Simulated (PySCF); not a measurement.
# C4H8O (cyclopropyl methyl ether): the cost of one run

Computed with PySCF 2.14.0 and routines of our own; the level stands in each step. Atoms count from 0.

### 1 The starting structure

13 atoms, charge 0, multiplicity 1; geometry from: GFN2-xTB.

### 2 Geometry optimisation at PBE0-D3(BJ)/def2-TZVP

Job settings and geometry (Å):

```
{"job": {"xc": "PBE0", "basis": "def2-TZVP", "d3": "d3bj", "grid": 2, "kind": "geom"}, "charge": 0, "multiplicity": 1}
C      1.962372     0.179107    -0.164948
O      0.815008    -0.396868    -0.743740
C     -0.244313    -0.523909     0.151349
C     -1.627044    -0.509940    -0.411099
C     -1.146311     0.650978     0.411110
H      2.331004    -0.428805     0.670439
H      1.761126     1.193033     0.199491
H      2.718383     0.216141    -0.946539
H     -0.028734    -1.189572     0.987630
H     -1.715916    -0.364250    -1.475477
H     -2.357544    -1.183156     0.009154
H     -1.542881     0.787268     1.405439
H     -0.929538     1.570459    -0.110537
```

The run is started by

```
$ OMP_NUM_THREADS=1 python excited_run.py task.json out
```

The driver reads the jobs from task.json and runs them one after another.

Q: Estimate the wall time and peak memory of this first job on 1 thread of Arm Neoverse V2, shared host.

About 54 s, with a peak of 0.92 GiB.
